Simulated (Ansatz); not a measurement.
A made-up structure of C$_{2}$H$_{3}$S (charge -1), closed shell:

```csv
atom,x (Å),y (Å),z (Å)
C1,-0.4659,0.2245,-0.5434
C2,0.9728,-1.6227,0.9596
S3,0.3816,-0.0843,0.4603
H4,-0.8887,-0.5445,-1.1841
H5,-0.7469,1.2580,-0.7352
H6,0.8351,0.9746,1.1833
```

It is relaxed with PBE-D4/def2-SVPD and then PBE0-D4/def2-TZVPD (Ansatz 0.2.0). Atoms count as bonded within 1.22 times the sum of their covalent radii (H–H: 0.88 Å). The end point is not checked to be a true minimum.

Q: Does its bonding change? (Judge from chemistry; the calculation decides.)

A: By the calculation: No: no bond forms or breaks.

Where it ends: The first stage lowers the energy by 4.14 eV in 14 steps. It ends as C₂H₃S ([C][SH][CH2]), total charge -1:
C1  (-0.750, 0.270, -0.489)
C2  (1.150, -1.605, 1.016)
S3  (0.480, -0.282, 0.556)
H4  (-0.980, -0.452, -1.273)
H5  (-0.491, 1.275, -0.831)
H6  (0.679, 0.999, 1.162)
(Å)

Labels in which every atom is bracketed show which atoms are joined, not bond orders.

For scale, one of the runs: PBE0-D4/def2-TZVPD relaxation, 147 basis functions, launched by `ansatz run in.yaml --threads 2 --pin off --events-out ev --progress --plain --max-ram 4352MiB`. Hardware: 2 CPU threads of an Arm Neoverse V1, shared host. Wall time about 20 s.
